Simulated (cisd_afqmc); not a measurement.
Input (AFQMC/CISD/aug-cc-pVQZ; cisd_afqmc is a phaseless AFQMC code with CISD trial states that reads the integrals written by Ansatz):

Ansatz 0.2 input:
```python
import cisd_afqmc

open("ham.yaml", "w").write("""\
crystal:
  periodic: [false, false, false]
  atoms:
    - {symbol: O, position_ang: [0.00000000, 0.00000000, 0.00000000]}
basis:
  gaussian:
    orbitals: aug-cc-pVQZ
magnetization: {spin_polarized: true, initial_magnetization: 2}
correlation: {method: ccsd, electrons: outside_noble_gas, hamiltonian_folder: ham}
scf: {lower_state_search: full}
""")
rep = cisd_afqmc.ansatz("ham.yaml")
e_ccsd = rep["correlation"]["coupled_cluster"]["energy"]["hartree"]
out = cisd_afqmc.run("ham", e_ccsd, trial="CISD", walkers=2000, populations=1, threads=12, dt=0.005, steps=40, early=24, settle=10, least=100,
    cut=5e-5, rank_cut=2e-4, target=0.0004, seconds=1000, seed=4, memory=62639, gpu=True)
```

Output:

```
orbitals 79, occupied [4, 2], factors 430 of 487, rank of the doubles 224 of 454
E(HF) = -74.817625
E(CCSD) on the cut factors = -74.991401, shift to the whole factors 0.000002
Energy of the trial state on the determinant = -74.991353
  tau behind 7.2 of longer steps, mean of the populations' last blocks
   2.0  -74.99554
   4.0  -74.99548
   6.0  -74.99540
   8.0  -74.99534
  10.0  -74.99531
  12.0  -74.99512
  14.0  -74.99516
  16.0  -74.99537
  18.0  -74.99557
  20.0  -74.99548
  22.0  -74.99538
blocks 97 (3 outliers left out), error by blocks joined: 1: 0.00004, 2: 0.00004, 4: 0.00004, 8: 0.00005
E(AFQMC/CISD) = -74.99539 +/- 0.00005
```
